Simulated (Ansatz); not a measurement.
Geometry optimisation, RKS PBE/def2-SVP (Ansatz).

input.yaml

```yaml
crystal:
  periodic: [false, false, false]
  atoms:
    - { symbol: Al, position_ang: [-0.317019, -0.489718, -0.941809] }
    - { symbol: O, position_ang: [1.239203, 0.339112, 1.443674] }
    - { symbol: H, position_ang: [0.996649, -0.351396, 2.092797] }
    - { symbol: H, position_ang: [1.802025, -0.169022, 0.802751] }
    - { symbol: H, position_ang: [-1.694757, 0.389625, -0.580013] }
basis:
  gaussian: { orbitals: def2-SVP }
hamiltonian:
  xc: pbe
relax:
  f_tol: 0.03
  max_steps: 50
```

Launched with:

```bash
$ ansatz run input.yaml --threads 1 --pin off --max-ram 2048MiB --backend cpu --events-out ev --progress --plain --runs-dir out
```

Task: Where does it end, and by what steps?

Result: It converged. The force dipped under the threshold on the way, but the program's further checks kept it going. After 13 steps the energy has fallen by 0.378 eV; H5 moved furthest, 0.72 Å. Joined: Al1–O2.

| step | energy less start (eV) | largest force component (eV/Å) | accepted |
| --- | --- | --- | --- |
| 0 | 0.0000 | 0.665 | yes |
| 1 | -0.0732 | 1.432 | yes |
| 2 | -0.1792 | 1.304 | yes |
| 3 | -0.2528 | 0.318 | yes |
| 4 | -0.2707 | 0.603 | yes |
| 5 | -0.3173 | 0.859 | yes |
| 6 | -0.3624 | 0.503 | yes |
| 7 | -0.3625 | 0.214 | yes |
| 8 | -0.3761 | 0.048 | yes |
| 9 | -0.3771 | 0.023 | yes |
| 10 | -0.3774 | 0.116 | yes |
| 11 | -0.3778 | 0.055 | yes |
| 12 | -0.3778 | 0.086 | yes |
| 13 | -0.3782 | 0.002 | yes |

```xyz
5
Properties=species:S:1:pos:R:3
Al -0.059 -0.208 -0.936
O 0.979 -0.052 0.905
H 0.573 0.076 1.785
H 1.926 -0.253 1.028
H -1.393 0.156 0.036
```

Whether the end is a true minimum wasn't checked by a vibrational analysis.

Run time: 11 s on 1 thread of Arm Neoverse V2, on a shared host, peak memory 0.1 GiB.
